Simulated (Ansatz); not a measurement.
# hcp Os

Method: rVV10 in Ansatz (plane waves, PAW).

Numerical settings: plane-wave cutoff 520 eV, 24×24×14 k mesh (along the axes of the cell as run), Fermi–Dirac smearing 0.05 eV, no spin polarisation, scalar-relativistic PAW data made under PBE.

Cell: relaxed at this level.

```json
{
  "volume_per_atom": "14.64 Å³/atom",
  "bulk modulus B0": "375 GPa",
  "lattice_parameter_a": "2.777 Å",
  "c axis length": "4.384 Å",
  "band_gap": "none",
  "pressure derivative B′ of the bulk modulus": "4.8"
}
```

Measured, for comparison: bulk modulus 425 GPa (zero-point energy and finite temperature contributions removed; as tabulated in doi:10.1021/acs.jctc.3c00612); lattice constant a 2.734 Å (293 K, not corrected to a static lattice, our sources range from 2.734 to 2.740; as tabulated in Wikipedia's data pages); lattice parameter c 4.320 Å (293 K, not corrected to a static lattice; as tabulated in Wikipedia's data pages). Computed (rounded) less measured: bulk modulus -12 %, lattice constant a +1.6 % (+1.4 % to +1.6 % over the range), lattice parameter c +1.5 %.

Note: the bulk modulus comes from volumes at which shape and atoms were relaxed.

Spin–orbit coupling is not included.

Computed values are for the static lattice.

It cost roughly 10 core-minutes of CPU time.

Ansatz is an electronic-structure program.
